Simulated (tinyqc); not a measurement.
Inside a calculation (part 2 of 2). Method: RKS/PBE in the sto-6g basis, for OH-, spin multiplicity 1. The basis has no diffuse functions, so it cannot describe the extra electron: this is an exercise in the method, not the real anion. Computed by tinyqc, a small Python program that keeps every step (integrals from PySCF). Command: `OMP_NUM_THREADS=1 python tinyqc.py 31681 31682 out.jsonl` (the two numbers bound the seeds that draw the settings). One thread of a shared host (Intel(R) Xeon(R) Processor @ 2.60GHz), about 0.8 s of CPU time with the checks.

Geometry (angstrom):
```
atom         x         y         z
O     0.000000  0.000000  0.000000
H     0.000000  0.000000  1.460000
```

## Convergence

Stop when the energy changes by less than 1e-10 hartree and every element of the error matrix X^T (F D S - S D F) X is below 3e-06.

Course of the cycle:
```
iteration   E (hartree)     change  largest element of the error matrix
1          -74.21048346          -                             5.35e-01
2          -74.94573241  -7.35e-01                             1.91e-01
3          -74.97435517  -2.86e-02                             1.51e-01
4          -74.98897093  -1.46e-02                             1.21e-01
5          -74.99921352  -1.02e-02                             9.68e-02
6          -75.00559844  -6.38e-03                             7.15e-02
7          -75.00883332  -3.23e-03                             5.36e-02
8          -75.01111673  -2.28e-03                             3.53e-02
9          -75.01212169  -1.00e-03                             2.26e-02
10         -75.01252689  -4.05e-04                             1.45e-02
11         -75.01269845  -1.72e-04                             9.09e-03
12         -75.01276593  -6.75e-05                             5.62e-03
13         -75.01279140  -2.55e-05                             3.48e-03
14         -75.01280107  -9.67e-06                             2.15e-03
15         -75.01280478  -3.70e-06                             1.34e-03
16         -75.01280620  -1.42e-06                             8.29e-04
17         -75.01280674  -5.47e-07                             5.14e-04
18         -75.01280695  -2.10e-07                             3.19e-04
19         -75.01280703  -8.07e-08                             1.98e-04
20         -75.01280707  -3.10e-08                             1.22e-04
21         -75.01280708  -1.19e-08                             7.59e-05
22         -75.01280708  -4.58e-09                             4.70e-05
23         -75.01280708  -1.76e-09                             2.92e-05
24         -75.01280709  -6.75e-10                             1.81e-05
25         -75.01280709  -2.59e-10                             1.12e-05
26         -75.01280709  -9.97e-11                             6.94e-06
27         -75.01280709  -3.83e-11                             4.30e-06
28         -75.01280709  -1.47e-11                             2.67e-06
```

PySCF RKS in the same basis, fine grid = -75.01917527 hartree

Converged in 28 iterations. The coarse grid moves the energy by +6.37e-03 hartree.

## Populations, bond orders and dipole

D after iteration 28, lower triangle:
```
            1O 1s      1O 2s    1O 2px    1O 2py    1O 2pz     2H 1s
1O 1s    2.112543
1O 2s   -0.489458   2.137704
1O 2px   0.000000   0.000000  2.000000
1O 2py   0.000000   0.000000  0.000000  2.000000
1O 2pz   0.053165  -0.268464  0.000000  0.000000  0.489698
2H 1s    0.022884  -0.207981  0.000000  0.000000  0.775008  1.250241
```

overlap S, lower triangle:
```
           1O 1s     1O 2s    1O 2px    1O 2py    1O 2pz     2H 1s
1O 1s   1.000000
1O 2s   0.231145  1.000000
1O 2px  0.000000  0.000000  1.000000
1O 2py  0.000000  0.000000  0.000000  1.000000
1O 2pz  0.000000  0.000000  0.000000  0.000000  1.000000
2H 1s   0.017345  0.216531  0.000000  0.000000  0.209907  1.000000
```

Mulliken: Z minus the diagonal of D S on the atom; Loewdin: the same with S^(1/2) D S^(1/2); Mayer order: 2 sum_s sum (D(s) S)_ij (D(s) S)_ji over the two atoms.

Charges (e):
```
atom   Mulliken    Loewdin
1O    -0.631717  -0.636465
2H    -0.368283  -0.363535
```

Mayer bond orders:
```
pair     order
2-1   0.864367
```

dipole moment about the origin, x y z (debye): 0.000000  0.000000  -2.112561
